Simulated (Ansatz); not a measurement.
Ideal-gas functions of C₃H₄S, SMILES `SC1=CC1` at 500 K and 1 bar, from an Ansatz frequency run at PBE0-D4/def2-TZVP.

Molar mass 72.13 g/mol, point group Cs (symmetry number 1), electronic degeneracy 1, moments of inertia 22.892, 131.715, 151.236 u Å². Harmonic wavenumbers (cm⁻¹, unscaled): 167, 290, 343, 560, 695, 914, 945, 1009, 1015, 1083, 1108, 1207, 1519, 1803, 2713, 3045, 3108, 3314.

Use S(trans) = R[1.5 ln M + 2.5 ln T − 1.1517]; rotational temperatures θ = 24.2544 K / I; S(rot) = R[ln(√π/σ · √(T³/θAθBθC)) + 1.5]; for each mode x = 1.438777 ν̃/T, S = R[x/(eˣ − 1) − ln(1 − e⁻ˣ)] and H = RT x/(eˣ − 1); 1 cm⁻¹ = 0.0119627 kJ/mol; R = 8.31446 J/(mol·K).

Q: By hand: the entropy, in J/(mol·K).

A: Translation 173.0. Rotation: θ = 1.0595, 0.1841, 0.1604 K, giving 109.1. Vibration, mode by mode: 14.49, 10.06, 8.75, 5.19, 3.81, 2.32, 2.16, 1.87, 1.84, 1.58, 1.49, 1.19, 0.57, 0.29, 0.03, 0.01, 0.01, 0.01, in all 55.7. Electronic 0.0. Sum 337.8 J/(mol·K).

Q: By hand: H − E and G − E in kJ/mol, counted from the electronic energy.

A: Zero-point energy ½ × 24838 × 0.0119627 = 148.6; thermal vibration 16.4; translation, rotation and pV give 4 RT = 16.6. H − E = 181.6 kJ/mol, and G − E = 181.6 − 500 × 337.8/1000 = 12.7 kJ/mol.

Vibration gives 16 % of the entropy. The sum counts one conformer and one mirror image; others add a mixing term.
